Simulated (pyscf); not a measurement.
Optimised with ωB97X-D3(BJ)/def2-SVP in PySCF.

Task: List the bond dissociation enthalpies at 298 K of HN=GeH₂ from ωB97M-D3(BJ)/def2-TZVP, from the weakest bond up.

Result: Ge–H to [HN=GeH]• + H•: 69.6 kcal/mol; H–N to [N=GeH₂]• + H•: 103.1 kcal/mol. Ring and multiple bonds, and those that leave no two simple radicals, are not listed. The radicals are drawn with the spin at the cut bond; how far it spreads was not checked. HN=GeH₂ lies 37.2 kcal/mol over its isomer H₂N–GeH: [singlet], and others may lie lower still (electronic energy, ωB97M-D3(BJ)). [N=GeH₂]• lies 35.0 kcal/mol over its isomer [HN=GeH]•, and others may lie lower still (electronic energy, ωB97M-D3(BJ)). Other isomers of [HN=GeH]• were not searched in full and may lie lower. Elements up to Kr have no core potential and no relativistic terms here.
